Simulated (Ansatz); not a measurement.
All numbers below come from DFT, LDA (PW92), plane waves (420 eV) with PAW, scalar-relativistic in Ansatz 0.2.0. (PAW data from PBE, frozen cores regenerated.)

An element in the fcc structure gives this curve. The cell is scaled uniformly from the relaxed one, with fractional coordinates and shape fixed. Energies are extrapolated to zero smearing, pressures are those at the given smearing. Magnetic state: spin not included.

```csv
V (Å³/atom),E − E₀ (meV/atom),P (GPa)
9.576,119.6,33.31
10.011,48.8,19.51
10.446,11.3,8.66
10.882,0.0,0.11
11.317,9.3,-6.62
11.752,34.9,-11.91
12.187,73.3,-16.05
```

**Question.** Which element is it?
A. copper
B. vanadium
C. iron
D. rhodium

**Answer.** A. Its fit is V₀ = 10.88 Å³/atom, B₀ = 189 GPa, B₀′ = 5.0.
